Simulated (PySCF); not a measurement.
Molecule: `SCC(N)=O`, C$_{2}$H$_{5}$NOS.

Atom-mapped SMILES (the numbers label the heavy atoms): `[NH2:1][C:2](=[O:3])[CH2:4][SH:5]`. Each H is labelled by its parent atom. Ha(N1) is cis to the C=O or C=S heteroatom; Hb(N1) is trans to the C=O or C=S heteroatom.

Geometry PBE0-D3(BJ)/def2-SVP throughout; GIAO in PySCF, gas phase, one conformer, non-relativistic; equivalent atoms averaged; functional PBE0.

For orientation, aug-cc-pVDZ gives these absolute shieldings σ: N1 165.7, C2 30.4, C4 162.6, O3 -37.2, S5 648.4, Hb(N1) 24.25, Ha(N1) 26.70, H(C4) 28.33, H(S5) 29.62 ppm.

A run gave: N1 151.2, C2 16.9, C4 152.9, O3 -83.9, S5 602.2, Hb(N1) 24.64, Ha(N1) 26.91, H(C4) 28.44, H(S5) 29.43 ppm (absolute shieldings σ).

Question: Which basis set was used in that run?
A. pcSseg-2
B. pcSseg-1
C. def2-SVP
D. 6-31G*
E. STO-3G

Answer: B. C2 tells them apart best: pcSseg-1 gives 16.9, STO-3G gives 128.4, pcSseg-2 gives 9.5, 6-31G* gives 40.6, def2-SVP gives 34.5 ppm.
